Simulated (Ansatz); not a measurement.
Hydrogen abstraction

Start structure (CH6N, doublet), relaxed at PBE0-D4/def2-TZVP:

```xyz
8
angstrom
H -0.8169 -0.3231 -0.8145
C -0.1042 0.4981 -0.6473
N 0.6938 0.3933 0.5620
H -0.9963 -2.4444 1.1021
H 0.5578 0.5459 -1.5149
H -0.6710 1.4316 -0.6273
H 1.2369 -0.4604 0.5593
H 0.0999 0.3593 1.3805
```

The step: CH₅N ([CH3][NH2]) + H → CH₄N ([CH2][NH2]) + H₂; bonds formed: H1–H4; bonds broken: H1–C2. Computed with Ansatz 0.2.0 (basis: def2-TZVPP and def2-QZVPP); correlated methods freeze the cores; orbitals are unrestricted. Extrapolation: Hartree–Fock as exp(−7.88 √X), correlation as X^−2.97. Energies below are by CCSD(T) at an estimated basis limit (MP2 extrapolated from triple and quadruple zeta, plus CCSD(T) − MP2 in triple zeta).

Q: What are the electronic barrier and the energy of the step, from the start structure to the end structure? (An estimate is asked for; the value comes from the calculation.)

A: Computed: Barrier 0.306 eV; step energy -0.420 eV (downhill); reverse barrier, their difference, 0.727 eV. Barrier and step energy count from the start structure, the reverse barrier from the end structure.

The saddle point: One imaginary mode of 836i cm⁻¹.
```tsv
pair	start (Å)	saddle (Å)	end (Å)
H1–H4	2.86	1.08	0.75
H1–C2	1.10	1.24	2.75
```

Zero-point energy (harmonic, PBE0-D4): ZPE is 1.762 eV at the start and 1.688 eV at the saddle, so the barrier goes from 0.306 to 0.232 eV.

The T1 diagnostic stays at or below 0.016. ⟨S²⟩ of the unrestricted Hartree–Fock references: 0.75 to 0.78 (a pure state has 0.75).

Labels in which every atom is bracketed show which atoms are joined, not bond orders.

For scale, one of the runs: CCSD(T)/def2-TZVPP, 146 basis functions, launched by `ansatz run in.yaml --threads 2 --pin off --events-out ev --progress --plain --max-ram 4352MiB`. Time: 28 s of wall clock on 2 CPU threads of an Arm Neoverse V2; the host was shared. Peak host memory: 2.1 GiB.
